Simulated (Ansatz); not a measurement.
Saddle point of CH7FSi, singlet (CH₆Si ([CH3][SiH3]) + HF → SiH₃F ([F][SiH3]) + CH₄; bonds formed: Si1–F7, C2–H6; bonds broken: Si1–C2, H6–F7), PBE0-D4/def2-TZVP structure:

Si1  (-0.241, -0.791, -0.618)
C2  (-0.058, 0.913, 0.633)
H3  (-0.299, -2.123, 0.022)
H4  (0.192, -0.672, -2.027)
H5  (-1.691, -0.410, -0.695)
H6  (0.967, 0.144, 0.334)
F7  (1.650, -0.747, -0.133)
H8  (-0.461, 1.641, -0.070)
H9  (-0.806, 0.623, 1.368)
H10  (0.748, 1.421, 1.185)
(Å)

Energies are electronic, without zero-point energy. Barriers and step energies count from the start structure reached by relaxing down the imaginary mode; all methods use the PBE0-D4 structures, on which another method's saddle can fall below an end. Ansatz 0.2.0; basis: def2-TZVPP, with def2-QZVPP for the basis limit; cores frozen in the correlated methods. B3LYP uses VWN-RPA correlation. Extrapolation: Hartree–Fock as exp(−7.88 √X), correlation as X^−2.97.

| method | barrier (eV) | step energy (eV) |
| --- | --- | --- |
| SPW92 | 1.122 | -1.039 |
| PBE-D4 | 1.439 | -1.150 |
| BLYP-D4 | 1.599 | -1.312 |
| r2SCAN-D4 | 1.520 | -1.303 |
| B97M-V | ? | -1.350 |
| PBE0-D4 | 1.616 | -1.194 |
| B3LYP-D4 | 1.717 | -1.341 |
| r2SCAN0-D4 | 1.654 | -1.303 |
| BHLYP-D4 | ? | -1.416 |
| CAM-B3LYP-D4 | 1.703 | -1.376 |
| wB97X-V | 1.694 | -1.320 |
| wB97M-V | 1.652 | -1.304 |
| B2PLYP | 1.750 | -1.383 |
| PBE-QIDH | 1.720 | -1.272 |
| RPA on PBE | 1.762 | -1.355 |
| HF | 2.404 | -1.618 |
| MP2 | ? | -1.321 |
| CCSD | 1.905 | -1.352 |
| CCSD(T) | 1.799 | -1.313 |

**Question.** Fill in the withheld barriers. (Judge from chemistry; the value comes from the calculation.)

**Answer.** Computed: MP2 1.722; B97M-V 1.712; BHLYP-D4 1.903 eV. Each is the energy of the saddle less that of the start structure, by the same method.

For comparison, the barrier by CCSD(T) at an estimated basis limit (MP2 extrapolated from triple and quadruple zeta, plus CCSD(T) − MP2 in triple zeta) is 1.776 eV.

No T1 diagnostic of these runs exceeds 0.012. The end structure is not quite a true minimum (one mode of 28i cm⁻¹).

Labels in which every atom is bracketed show which atoms are joined, not bond orders.

For scale, one of the runs: CCSD(T)/def2-TZVPP, 202 basis functions (an equivalent command: `ansatz run in.yaml --threads 2`). Time: 64 s of wall clock on 2 CPU threads; the host was shared. Peak host memory: 2.5 GiB.
